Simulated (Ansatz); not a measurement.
# GeH2, triplet in cc-pVDZ: errors against full CI

Geometry: a PBE0/def2-TZVP stationary point for this spin, not checked as a minimum. The singlet lies 0.4 eV lower here.

```xyz
3

Ge    0.0000   -0.0208    0.0000
H     0.0000    0.7490   -1.3344
H     0.0000    0.7490    1.3344
```

Basis cc-pVDZ; Ansatz 0.2.0. Correlated methods freeze the noble-gas cores and the filled d shells of p-block atoms, which leaves 6 electrons in 23 orbitals. Prefix R: restricted or restricted open-shell reference; prefix U: unrestricted. Active spaces: valence = (6e, 6o) chosen from the atoms' valence shells. No spin–orbit coupling is included, and no scalar relativity.

Full CI is exact within this basis and frozen core; it isn't the basis-set limit. The frozen core follows each run's orbitals, which can shift R against U totals by a few meV for light atoms and by up to 0.1 eV past Ca.

For open shells CISD and CISDTQ are restricted-active-space CI with the open shells as a complete middle space.

The UHF ⟨S²⟩ is 2.005, the T1 diagnostic (RCCSD) is 0.0181 and the largest doubles amplitude (RCCSD) is 0.050.

| level | E − E(full CI) (meV) | share of correlation (%) | wall time |
| --- | --- | --- | --- |
| RHF | 2564 | 0.00 | – |
| RMP2 | 631 | 75.39 | – |
| CISD | 117 | 95.44 | 0.63 s |
| RCCSD | 63 | 97.54 | – |
| RCCSD(T) | 15 | 99.40 | 1 s |
| BCCD(T) | 15 | 99.40 | 0.75 s |
| RCCSDT | 1 | 99.98 | – |
| CISDTQ | 1 | 99.96 | 1.4 s |
| RCCSDT(Q) | 0 | 100.02 | 2.6 s |
| RCCSDTQ | -1 | 100.02 | 13 s |
| CASSCF (valence space) | 1684 | 34.35 | – |
| NEVPT2 (valence space) | 496 | 80.66 | 0.87 s |
| MRCISD (valence space) | 60 | 97.67 | – |
| MRCISD+Q (valence space) | -1 | 100.02 | 1.2 s |

The correlation energy at full CI, counted from RHF, is -2.564 eV. That run took 3.1 s on 1 thread of Intel Xeon Platinum 8375C, shared host over 781,936 determinants.

Run but not shown, since their state or frozen core can't be matched to the reference's or they repeat it: UHF, UMP2, UCCSD, UCCSD(T), UCCSDT, UCCSDT(Q).

Times hold each run's SCF and search for its determinant on a shared host, so for small cases they say little of a method's own cost; they ran on 1 thread of Intel Xeon Platinum 8375C.

The full-CI state has the irrep B1 of C2v, in the program's axes.

Natural occupations of full CI about the gap: 1.958 1.944 0.994 0.989 0.034 0.023 0.009 0.008 0.007 0.007; effectively unpaired electrons, Σ n²(2−n)², 2.03.
